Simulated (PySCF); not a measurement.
## The first ionisation energy along group 13

Calculated with PySCF 2.14 from differences of total energies of unrestricted determinants, without spin-orbit coupling. Values in eV. The last column holds reference values (NIST; (s) semi-empirical, (t) theoretical, else measured). Unmarked ones compare directly (S terms, centres of terms, or small fine structure); those marked * lie between the lowest fine-structure levels and include a spin-orbit shift.

```json
{"element": "B (aug-cc-pVDZ-DK, spin-free X2C)", "configurations": "[He] 2s2 2p1 → [He] 2s2", "UHF": "8.040", "LDA": "8.649", "SCS-MP2 (valence)": "8.124", "CCSD(T) (valence)": "8.091", "CCSDT (valence)": "8.102", "FCI (valence)": "8.102", "reference": "8.297"}
{"element": "Al (aug-cc-pVDZ-DK, spin-free X2C)", "configurations": "[Ne] 3s2 3p1 → [Ne] 3s2", "UHF": "5.586", "LDA": "6.029", "SCS-MP2 (valence)": "5.723", "CCSD(T) (valence)": "5.856", "CCSDT (valence)": "5.867", "FCI (valence)": "5.867", "reference": "5.977"}
{"element": "Ga (aug-cc-pVDZ-DK, spin-free X2C)", "configurations": "[Ar] 3d10 4s2 4p1 → [Ar] 3d10 4s2", "UHF": "5.521", "LDA": "6.047", "SCS-MP2 (valence)": "5.646", "CCSD(T) (valence)": "5.747", "CCSDT (valence)": "5.754", "FCI (valence)": "5.754", "reference": "5.931"}
```

Q: Which of these methods has the smallest mean absolute error against the measured values here?

A: FCI (valence), with 0.161 eV.

```
           method  elements  mean error (eV)  mean absolute error (eV)  largest error (eV)
              UHF         3           -0.353                     0.353              -0.410
              LDA         3            0.173                     0.173               0.352
SCS-MP2 (valence)         3           -0.237                     0.237              -0.285
CCSD(T) (valence)         3           -0.170                     0.170              -0.206
  CCSDT (valence)         3           -0.161                     0.161              -0.195
    FCI (valence)         3           -0.161                     0.161              -0.195
```

Errors include the incompleteness of the basis and the frozen core.

"Valence" correlates the outer s and p shells and, in groups 3 to 12 and the f block, the outer d or f shell, open or full, or the next shell where the ion has no valence electron left; the wider scheme adds the next inner shell.
